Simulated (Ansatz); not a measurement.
This Ansatz (a program for electronic structure) input (CCSD(T)/pcseg-3) gives -114.36535 Eh with 186 basis functions. A basis named .json is the Basis Set Exchange file of that set (core-valence sets with the plain set on hydrogen).

Ansatz 0.2 input:
```yaml
crystal:
  periodic: [false, false, false]
  atoms:
    - {symbol: O, position_ang: [-0.00091616, -0.01015443, 0.67280603]}
    - {symbol: C, position_ang: [0.00071614, 0.00793741, -0.52591197]}
    - {symbol: H, position_ang: [-0.00265489, 0.95544190, -1.09932737]}
    - {symbol: H, position_ang: [0.00568738, -0.92183092, -1.12764904]}
basis:
  gaussian:
    orbitals: pcseg-3.json
magnetization: {spin_polarized: false}
correlation: {method: ccsd_t, electrons: outside_noble_gas}
```

Change:
```diff
- orbitals: pcseg-3.json
+ orbitals: cc-pVDZ
```

Problem. What does the run give now?

Solution. -114.21834 Eh (CCSD(T)/cc-pVDZ, 38 functions), a change of +147.01 mEh.
